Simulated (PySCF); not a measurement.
# Gas-phase XPS of trans-1,2-difluoroethene, computed

Compound: trans-1,2-difluoroethene, C2H2F2.
Cartesian coordinates in Å at the GFN2-xTB level; atoms count from 1:
```
atom  x, y, z in Å
F1     1.6225   -0.6982    0.0149
C2     0.6308    0.1956   -0.0132
C3    -0.6294   -0.1963    0.0062
F4    -1.6186    0.7004   -0.0241
H5     0.9707    1.2192   -0.0518
H6    -0.9729   -1.2187    0.0464
```

Computed with delta-SCF UKS SCAN, pcX-2 on the ionised atom, pcseg-1 elsewhere, spin-free X2C (PySCF). Vertical ΔSCF values, vacuum level as zero.

Q: List the computed XPS lines with their assignment.

A: 
```
atom(s)         environment  level  binding energy (eV)  count
  C2/C3  vinylic C–F carbon   C 1s               293.42      2
  F1/F4      vinyl fluorine   F 1s               693.72      2
```

Q: Which photon wavelength matches the C 1s of C2/C3 threshold?

A: λ = hc/E = 12398.42 eV Å / 293.42 eV = 42.255 Å.

The first atom of each set that the bonding makes equivalent was ionised and stands for the set. Geometry: GFN2-xTB; no solvent, vibrations or thermal averaging.
